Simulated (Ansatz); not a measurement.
A calculation with Ansatz (development build ahead of 0.2.0).

```yaml
crystal:
  periodic: [false, false, false]
  atoms:
    - { symbol: C, position_ang: [0.0, 0.0, -0.78125] }
    - { symbol: C, position_ang: [0.0, 0.0, 0.78125] }
    - { symbol: H, position_ang: [0.0, -1.00715, -1.4068] }
    - { symbol: H, position_ang: [0.0, 1.00715, -1.4068] }
    - { symbol: H, position_ang: [-1.00715, 0.0, 1.4068] }
    - { symbol: H, position_ang: [1.00715, 0.0, 1.4068] }
basis:
  gaussian: { orbitals: cc-pVTZ }
magnetization:
  spin_polarized: true
  initial_magnetization: 2
hamiltonian:
  xc: hf
correlation:
  method: mp2
  frozen_orbitals: { C: 1, H: 0 }
```

The input is written out in the form of the current development build from the run's settings.

Output:

```
Converged                       : yes
Reference energy                : -77.96061 hartree
Correlation energy              : -0.29497 hartree
Total energy                    : -78.25558 hartree
Spin squared of the determinant : 2.021
```

Caution: another spin multiplicity may lie lower.
